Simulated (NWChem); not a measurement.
Ionisation of P (-1)

```
P
```
Charge -1, spin multiplicity 3.

Program: NWChem.

Basis set: def2-TZVPD. The species with one electron less has spin multiplicity 4. Δ marks differences of total energies (open shells unrestricted). −ε marks an orbital energy of the parent. That orbital need not have the symmetry of the hole or added electron in the Δ rows.

B3LYP has NWChem's definition, with VWN1-RPA local correlation. The stability of the SCF solutions was not checked.

Q: One of these methods gave a first vertical ionisation energy of 0.15 eV. Which?
(A) −ε(beta HOMO) of LDA (SVWN5)
(B) ΔPBE
(C) G0W0@LDA (SVWN5)
(D) −ε(beta HOMO) of B3LYP

A: C, G0W0@LDA (SVWN5). The others give -2.78 (−ε(beta HOMO) of LDA (SVWN5)), 0.48 (ΔPBE), -2.01 (−ε(beta HOMO) of B3LYP).
